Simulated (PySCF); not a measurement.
Below is a simulated gas-phase P 2p photoelectron spectrum of CH2PH (`C=P`).

Every computed line was given a Gaussian of 0.4 eV full width at half maximum and an area set by the number of equivalent atoms (split 2:1 within a doublet); the highest printed point is 100. Level of theory: delta-SCF UKS SCAN, pcX-2 on the ionised atom, pcseg-1 elsewhere, spin-free X2C (PySCF 2.14.0).

binding energy (eV), intensity and a bar:
```
    136.2          1 
    136.3          3 #
    136.4         13 ####
    136.5         37 ###########
    136.6         72 ######################
    136.7        100 ##############################
    136.8         98 #############################
    136.9         68 ####################
    137.0         33 ##########
    137.1         12 ####
    137.2          5 #
    137.3          8 ##
    137.4         19 ######
    137.5         37 ###########
    137.6         50 ###############
    137.7         48 ###############
    137.8         33 ##########
    137.9         16 #####
    138.0          5 ##
    138.1          1 
    138.2          0
```

Question: Count the maxima, the lines and the sites behind this envelope.

Answer: The curve has 2 maxima (at 136.7 and 137.6 eV). Under it lie 2 lines from 1 inequivalent phosphorus site, drawn as a 2p3/2, 2p1/2 pair.

Question: Decompose the envelope and assign each component. Numbering: `[CH2:1]=[PH:2]`.

Answer: 
```json
{"position (eV)": "136.74", "relative area": "0.67", "line": "P 2p3/2", "atoms": "P2", "environment": "phosphorus bonded to C and H"}
{"position (eV)": "137.64", "relative area": "0.33", "line": "P 2p1/2", "atoms": "P2", "environment": "phosphorus bonded to C and H"}
```

Question: What are the centre and the root-mean-square width of the whole band?

Answer: The area-weighted mean of the lines is 137.04 eV. Their own spread about it is 0.42 eV (rms) and each Gaussian has σ = 0.4/2.355 = 0.17 eV; the variances add, which gives 0.45 eV.

The curve has no shake-up lines and no vibrational structure. The 2p values add to the ΔSCF energy of one spin-free hole a correction within the shell (spin–orbit coupling, ligand field). 2p1/2 minus 2p3/2 (ligand field included): P 0.89 eV. Geometry: PBE0-D3(BJ)/def2-SVP; no solvent, vibrations or thermal averaging.
